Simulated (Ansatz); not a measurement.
The input, for Ansatz 0.2.0:

```yaml
crystal:
  periodic: [false, false, false]
  atoms:
    - {symbol: B, position_ang: [0.000000, 0.000000, 0.000000]}
    - {symbol: B, position_ang: [0.000000, 0.000000, 1.561787]}
basis:
  gaussian: {orbitals: "6-31++G**"}
magnetization: {spin_polarized: true, initial_magnetization: 2}
correlation: {method: mp2, electrons: all}
scf: {lower_state_search: off}
```

```sh
$ ansatz run in.yaml --threads 1 --pin off --events-out ev --progress --plain --max-ram 2393MiB
```

The program prints:

```
these checks for a lower state are left out or cut short: stability, starts, cluster_reference, orbital_swaps, neighbouring_geometries, increment
328 factors; integrals over basis functions are off by at most 1.7e-3 eV
mean field evaluation 1: about -1335.1377 eV, gradient 5.2e0 eV
mean field evaluation 2: about -1335.1503 eV, gradient 5.2e0 eV
mean field evaluation 4: about -1335.4929 eV, gradient 2.1e-1 eV
mean field evaluation 8: about -1335.4932 eV, gradient 1.5e-3 eV
mean field evaluation 16: about -1335.4932 eV, gradient 9.4e-5 eV
mean field evaluation 32: about -1337.1543 eV, gradient 2.8e-6 eV
mean field -1337.15433364 eV, -49.1395154053 hartree, gradient 2.8e-6 eV, S^2 2.909190; 0 other end points of the search recorded, 0 dependent functions left out
reference -1337.15433364 eV, -49.1395154053 hartree; 6, 4 occupied and 32, 34 virtual orbitals, 328 factors
second order -2.44120253 eV of doubles, -0.00000000 eV of singles
Total energy: -1339.59553617 eV, -49.2292279436 hartree
Checks for a lower state left out: stability, starts, cluster_reference, orbital_swaps, neighbouring_geometries, increment
```

Ran on 1 thread of Intel Xeon Platinum 8375C, shared host: 0.21 s wall, 0.19 GiB peak host memory.
